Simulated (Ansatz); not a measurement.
**BNH₃− (SMILES B[NH-]): functionals against CCSD(T) at one geometry**

The task here is to estimate one member of a computed series from the others.

Program: Ansatz 0.2.0, Gaussian basis. Level of theory: single points in def2-TZVPPD. These are calculated values, not measurements.

Cores are frozen in the correlated methods.

## Starting geometry

5 atoms, charge -1, spin multiplicity 1.

Atoms are counted from 1 here; the program's logs count them from 0.

Bond lengths: B1–N2 1.504 Å, B1–H3 1.382 Å, N2–H5 1.007 Å. Angles: N2–B1–H3 113.7°, B1–N2–H5 114.4°.

Geometry (Å):

```xyz
5
BH3N
B    -0.30200   -0.21520   -0.10410
N     0.60880    0.96680   -0.28910
H    -0.21210   -0.79500    1.14680
H    -1.04390   -0.52870   -1.40350
H     1.34950    1.03180    0.39070
```

The first run:

Input file run/in.yaml:

```yaml
crystal:
  periodic: [false, false, false]
  atoms:
    - {symbol: B, position_ang: [-0.302000, -0.215200, -0.104100]}
    - {symbol: N, position_ang: [0.608800, 0.966800, -0.289100]}
    - {symbol: H, position_ang: [-0.212100, -0.795000, 1.146800]}
    - {symbol: H, position_ang: [-1.043900, -0.528700, -1.403500]}
    - {symbol: H, position_ang: [1.349500, 1.031800, 0.390700]}
basis:
  gaussian: {orbitals: "def2-TZVPPD.json"}
total_charge: -1
correlation: {method: ccsd_t}
output: {forces: true}
```

The basis file named in the input lies beside it (Basis Set Exchange, JSON).

No record of the launch command was kept for these runs.

Steps of the session up to this table: CCSD(T)/def2-TZVPPD; PBE0-D4/def2-TZVPPD; wB97M-V/def2-TZVPPD; r2SCAN-D4/def2-TZVPPD; PBE-D4/def2-TZVPPD; r2SCAN0-D4/def2-TZVPPD; HSE06-D4/def2-TZVPPD.

One of the session's tables, all rows but one given; the rest of the session is left out.

```
    method  RMS force component (eV/Å)  angle to CCSD(T) forces (°)
   CCSD(T)                       1.750                    reference
   PBE0-D4                       1.925                          5.1
   wB97M-V                       1.957                          5.2
 r2SCAN-D4                           ?                            ?
    PBE-D4                       1.776                          4.5
r2SCAN0-D4                       1.984                          6.5
  HSE06-D4                       1.922                          5.0
```

Q: Estimate the row for r2SCAN-D4 from the others.

**Answer.** RMS force component (eV/Å): 1.870; angle to CCSD(T) forces (°): 4.0. In the column «RMS force component (eV/Å)» it lies between PBE-D4 (1.776) and HSE06-D4 (1.922).
